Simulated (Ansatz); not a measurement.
```xyz
6

N    -0.9640   -0.1601    0.9811
C    -0.0969    0.0840    0.1006
S     0.6955   -1.2398   -0.7340
H    -1.3351    0.7006    1.3766
H     0.2319    1.0790   -0.2158
H     1.4686   -0.4638   -1.5085
```

The species carries charge 0 and has multiplicity 1.

(1) List the PBE/def2-TZVPP orbital energies in eV (the Gaussian-basis code of Ansatz). (Best estimate.)

## Answers

(1) The calculation gave: Occupied: -2396.35, -380.27, -271.00, -209.29, -155.46, -155.34, -155.20, -22.95, -19.19, -14.41, -13.08, -10.71, -9.07, -9.02, -6.41, -6.21. Lowest empty: -1.44, -0.89, 0.49, 0.97, 2.29, 3.30, 4.08, 5.28.
